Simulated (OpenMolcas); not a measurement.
**SiH4 (SMILES [H][Si]([H])([H])[H]), step by step**

We compute a single-point energy (UHF/STO-3G), then a single-point energy (CASSCF(2,2)/STO-3G), then the energy (CASPT2(2,2)/STO-3G), then a single-point energy (SC-NEVPT2(2,2)/STO-3G), then a single-point energy (MRCI(2,2)/STO-3G) of SiH4. 

Program for the calculation: OpenMolcas 26.06.

## Step 1: The molecule

SiH4: 5 atoms, total charge 0, spin state singlet. As SMILES, `[H][Si]([H])([H])[H]`. The Si1–H2 distance was set to 2.922 Å, away from the relaxed value. At this shape a bond of the SMILES string is far longer than usual.

Bond lengths: Si1–H3 1.461 Å, Si1–H4 1.461 Å, Si1–H5 1.461 Å. Angles: H3–Si1–H4 109.5°, H3–Si1–H5 109.5°, H4–Si1–H5 109.5°.

## Step 2: A single-point energy at UHF/STO-3G (run 1)

coord.xyz reads:

```xyz
5

Si    -0.011180     0.019350    -1.460676
H      0.011300    -0.019430     1.460880
H      1.362210     0.030650    -1.958526
H     -0.707820     1.216090    -1.926486
H     -0.699470    -1.169100    -1.958256
```

step1.inp reads:

```
* H4Si Hartree-Fock

&GATEWAY
  BasLib=$CurrDir
  Coord=coord.xyz
  Basis=STO-3G
  Group=NoSym

&SEWARD

&SCF
  UHF
  Scramble=0.25
  PrOrbitals=1 1
```

The basis set STO-3G is read from a file made from the Basis Set Exchange's data (not shown).

The run is started by

```
export MOLCAS_MEM=1860
pymolcas step1.inp > step1.log
```

The log of the run:

```text
--- Start Module: gateway ---
[...]
--- Stop Module: gateway /rc=_RC_ALL_IS_WELL_ ---
--- Start Module: seward ---
[...]
      Basis functions           13
--- Stop Module: seward /rc=_RC_ALL_IS_WELL_ ---
--- Start Module: scf ---
[...]
       Convergence after  15 Iterations
[...]
::    Total SCF energy                               -287.7463302967
[...]
      Total spin, S                                     0.5989987969
[...]
      Total electronic charge=   18.000000
      Total            charge=   -0.000000
[...]
      Dipole Moment (debye):
      Origin of the operator (angstrom)=   -0.0108    0.0187   -1.4147
                   X=  5.0594E-03               Y= -8.4636E-03               Z=  6.2992E-01           Total=  6.2999E-01
      Quadrupole Moment (debye*angstrom):
[...]
--- Stop Module: scf /rc=_RC_ALL_IS_WELL_ ---
[...]
```

Wall time 1.4 s (1 thread of Arm Neoverse V2, shared host); peak memory 0.37 GiB.

## Step 3: A single-point energy at CASSCF(2,2)/STO-3G (run 2)

coord.xyz is that of step 2.

step2.inp reads:

```
* H4Si CASSCF
>>> EXPORT MOLCAS_PRINT=2
&GATEWAY
BASLIB=$CurrDir
COORD=coord.xyz
BASIS=STO-3G
GROUP=NoSym
&SEWARD
&RASSCF
FILEORB=$CurrDir/step1.UnaOrb
SPIN=1
NACTEL=2 0 0
INACTIVE=8
RAS2=2
ORBLISTING=Nothing
```

The basis set STO-3G is read from a file made from the Basis Set Exchange's data (not shown).

The run is started by

```
export MOLCAS_MEM=1860
pymolcas step2.inp > step2.log
```

The log of the run:

```text
--- Start Module: gateway ---
[...]
--- Stop Module: gateway /rc=_RC_ALL_IS_WELL_ ---
--- Start Module: seward ---
[...]
      Basis functions           13
--- Stop Module: seward /rc=_RC_ALL_IS_WELL_ ---
--- Start Module: rasscf ---
[...]
      Number of active orbitals                  2
[...]
      Spin quantum number                      0.0
[...]
      Active orbitals                            2
[...]
      Number of CSFs                             3
[...]
      Number of root(s) required                 1
[...]
      Convergence after  6 iterations
[...]
      printout of CI-coefficients larger than  0.05 for root  1
      energy=    -287.753807
      conf/sym  11     Coeff  Weight
             1  20  -0.83362 0.69493
             3  02   0.55233 0.30507
      Natural orbitals and occupation numbers for root  1
      sym 1:   1.389859   0.610141
      ************************************************************************************************************************
      *                                                    Final results                                                     *
[...]
::    RASSCF root number  1 Total energy:   -287.75380741
[...]
      Total electronic charge=   18.000000
      Total            charge=   -0.000000
[...]
      Dipole Moment (debye):
      Origin of the operator (angstrom)=   -0.0108    0.0187   -1.4147
                   X=  4.1439E-03               Y= -6.8690E-03               Z=  5.0974E-01           Total=  5.0981E-01
      Quadrupole Moment (debye*angstrom):
[...]
--- Stop Module: rasscf /rc=_RC_ALL_IS_WELL_ ---
[...]
```

Run time: 1.3 s. Hardware: 1 thread of Arm Neoverse V2, shared host; peak memory 0.37 GiB.

## Step 4: A single-point energy at CASPT2(2,2)/STO-3G (run 3)

coord.xyz is that of step 3.

step3.inp reads:

```
* H4Si CASPT2

&GATEWAY
  BasLib=$CurrDir
  Coord=coord.xyz
  Basis=STO-3G
  Group=NoSym

&SEWARD

&RASSCF
  FileOrb=$CurrDir/step2.RasOrb
  Spin=1
  Nactel=2 0 0
  Inactive=8
  Ras2=2
  OrbListing=Nothing

&CASPT2
  Imaginary=0.1
  Frozen=5
```

The basis set STO-3G is read from a file made from the Basis Set Exchange's data (not shown).

The run is started by

```
export MOLCAS_MEM=1860
pymolcas step3.inp > step3.log
```

The log of the run:

```text
--- Start Module: gateway ---
[...]
--- Stop Module: gateway /rc=_RC_ALL_IS_WELL_ ---
[...]
      Basis functions           13
[...]
--- Start Module: rasscf ---
[...]
      Number of active orbitals                  2
[...]
      Spin quantum number                      0.0
[...]
      Active orbitals                            2
[...]
      Number of CSFs                             3
[...]
      Number of root(s) required                 1
[...]
      Convergence after  4 iterations
[...]
      printout of CI-coefficients larger than  0.05 for root  1
      energy=    -287.753807
      conf/sym  11     Coeff  Weight
             1  20  -0.83362 0.69493
             3  02   0.55233 0.30507
      Natural orbitals and occupation numbers for root  1
      sym 1:   1.389859   0.610141
      ************************************************************************************************************************
      *                                                    Final results                                                     *
[...]
::    RASSCF root number  1 Total energy:   -287.75380741
[...]
      Total electronic charge=   18.000000
      Total            charge=   -0.000000
[...]
      Dipole Moment (debye):
      Origin of the operator (angstrom)=   -0.0108    0.0187   -1.4147
                   X=  4.1439E-03               Y= -6.8689E-03               Z=  5.0974E-01           Total=  5.0981E-01
      Quadrupole Moment (debye*angstrom):
[...]
--- Stop Module: rasscf /rc=_RC_ALL_IS_WELL_ ---
--- Start Module: caspt2 ---
[...]
 ###    WARNING: User changed nr of frozen orbitals.                         ###
 ###############################################################################
[...]
      E2 (Variational):          -0.0346779855
      Total energy:            -287.7884853969
[...]
      Reference weight:           0.98280
[...]
::    CASPT2 Root  1     Total energy:   -287.78848540
[...]
--- Stop Module: caspt2 /rc=_RC_ALL_IS_WELL_ ---
[...]
```

Wall time 1.3 s (1 thread of Arm Neoverse V2, shared host); peak memory 0.37 GiB.

## Step 5: A single-point energy at SC-NEVPT2(2,2)/STO-3G (run 4)

coord.xyz is that of step 4.

step4.input reads:

```
* H4Si NEVPT2

&GATEWAY
 BasLib=$CurrDir
 Coord=coord.xyz
 Basis=STO-3G
 Group=NoSym

&SEWARD

&RASSCF
 FileOrb=$CurrDir/step2.RasOrb
 Spin=1
 Nactel=2 0 0
 Inactive=8
 Ras2=2
 OrbListing=Nothing

&CASPT2
 SC-NEVPT2
 Frozen=5
```

The basis set STO-3G is read from a file made from the Basis Set Exchange's data (not shown).

The run is started by

```
export MOLCAS_MEM=1860
pymolcas step4.input > step4.log
```

The log of the run:

```text
--- Start Module: gateway ---
[...]
--- Stop Module: gateway /rc=_RC_ALL_IS_WELL_ ---
[...]
      Basis functions           13
[...]
--- Start Module: rasscf ---
[...]
      Number of active orbitals                  2
[...]
      Spin quantum number                      0.0
[...]
      Active orbitals                            2
[...]
      Number of CSFs                             3
[...]
      Number of root(s) required                 1
[...]
      Convergence after  4 iterations
[...]
      printout of CI-coefficients larger than  0.05 for root  1
      energy=    -287.753807
      conf/sym  11     Coeff  Weight
             1  20  -0.83362 0.69493
             3  02   0.55233 0.30507
      Natural orbitals and occupation numbers for root  1
      sym 1:   1.389859   0.610141
      ************************************************************************************************************************
      *                                                    Final results                                                     *
[...]
::    RASSCF root number  1 Total energy:   -287.75380741
[...]
      Total electronic charge=   18.000000
      Total            charge=   -0.000000
[...]
      Dipole Moment (debye):
      Origin of the operator (angstrom)=   -0.0108    0.0187   -1.4147
                   X=  4.1439E-03               Y= -6.8689E-03               Z=  5.0974E-01           Total=  5.0981E-01
      Quadrupole Moment (debye*angstrom):
[...]
--- Stop Module: rasscf /rc=_RC_ALL_IS_WELL_ ---
--- Start Module: caspt2 ---
[...]
 ###    WARNING: User changed nr of frozen orbitals.                         ###
 ###############################################################################
[...]
      E2 (Variational):          -0.0341839847
[...]
      E2 (Variational):          -0.0341683759
      Total energy:            -287.7879757873
[...]
      Reference weight:           0.98329
[...]
::    SC-NEVPT2 Root  1     Total energy:   -287.78797579
[...]
--- Stop Module: caspt2 /rc=_RC_ALL_IS_WELL_ ---
[...]
```

Run time: 1.3 s. Hardware: 1 thread of Arm Neoverse V2, shared host; peak memory 0.37 GiB.

## Step 6: The energy at MRCI(2,2)/STO-3G (run 5)

coord.xyz is that of step 5.

step5.inp reads:

```
&gateway
  baslib=$CurrDir
  coord=coord.xyz
  basis=STO-3G
  group=NoSym

&seward

&rasscf
  fileorb=$CurrDir/step2.RasOrb
  spin=1
  nactel=2 0 0
  inactive=8
  ras2=2
  orblisting=Nothing

&motra
  lumorb
  frozen=5

&guga
  electrons=8
  spin=1
  inactive=3
  active=2
  ciall=1

&mrci
  sdci
```

The basis set STO-3G is read from a file made from the Basis Set Exchange's data (not shown).

The run is started by

```
export MOLCAS_MEM=1860
pymolcas step5.inp > step5.log
```

The log of the run:

```text
--- Start Module: gateway ---
[...]
--- Stop Module: gateway /rc=_RC_ALL_IS_WELL_ ---
[...]
      Basis functions           13
[...]
      Number of active orbitals                  2
[...]
      Spin quantum number                      0.0
[...]
      Active orbitals                            2
[...]
      Number of CSFs                             3
[...]
      Number of root(s) required                 1
[...]
      Convergence after  4 iterations
[...]
      printout of CI-coefficients larger than  0.05 for root  1
      energy=    -287.753807
      conf/sym  11     Coeff  Weight
             1  20  -0.83362 0.69493
             3  02   0.55233 0.30507
      Natural orbitals and occupation numbers for root  1
      sym 1:   1.389859   0.610141
      ************************************************************************************************************************
      *                                                    Final results                                                     *
[...]
::    RASSCF root number  1 Total energy:   -287.75380741
[...]
      Dipole Moment (debye):
      Origin of the operator (angstrom)=   -0.0108    0.0187   -1.4147
                   X=  4.1439E-03               Y= -6.8689E-03               Z=  5.0974E-01           Total=  5.0981E-01
      Quadrupole Moment (debye*angstrom):
[...]
      *** WARNING: Default frozen orbitals is overwritten by user input.
      *** Default values:   2
[...]
--- Start Module: guga ---
[...]
--- Stop Module: guga /rc=_RC_ALL_IS_WELL_ ---
--- Start Module: mrci ---
[...]
       (But an ACPF correction will be computed)
       USE THE DEFAULT ACPF G-VALUE GFAC=  0.25000000000000000
[...]
                      CI ENERGY:  -287.80550697
[...]
                ACPF CORRECTION:    -0.00154576
[...]
      Total electronic charge=   18.000000
      Total            charge=    0.000000
[...]
     ACPF CORRECTION:     -0.00154576
[...]
  CI State   1     Total energy:   -287.80550697     QDav:     -0.00208176     QACPF:     -0.00154576
[...]
--- Stop Module: mrci /rc=_RC_ALL_IS_WELL_ ---
[...]
```

Run time: 1.4 s. Hardware: 1 thread of Arm Neoverse V2, shared host; peak memory 0.37 GiB.

## Step 7: What came out

| quantity | value |
| --- | --- |
| run 1, UHF/STO-3G: total energy | -287.74633 Eh |
| run 1, UHF/STO-3G: dipole moment | 0.63 D |
| run 1, UHF/STO-3G: HOMO energy | -6.89 eV |
| run 1, UHF/STO-3G: LUMO energy | 6.45 eV |
| run 1, UHF/STO-3G: HOMO–LUMO gap | 13.34 eV |
| run 1, UHF/STO-3G: ⟨S²⟩ | 0.958 |
| run 2, CASSCF(2,2)/STO-3G: total energy | -287.75381 Eh |
| run 2, CASSCF(2,2)/STO-3G: dipole moment (CASSCF density) | 0.51 D |
| run 3, CASPT2(2,2)/STO-3G: total energy | -287.78849 Eh |
| run 3, CASPT2(2,2)/STO-3G: dipole moment (CASSCF density) | 0.51 D |
| run 4, SC-NEVPT2(2,2)/STO-3G: total energy | -287.78798 Eh |
| run 4, SC-NEVPT2(2,2)/STO-3G: dipole moment (CASSCF density) | 0.51 D |
| run 5, MRCI(2,2)/STO-3G: total energy | -287.80551 Eh |
| run 5, MRCI(2,2)/STO-3G: dipole moment (CASSCF density) | 0.51 D |

⟨S²⟩ (run 1, UHF/STO-3G) is 0.96 where a pure singlet has 0.00: the reference is spin-contaminated.
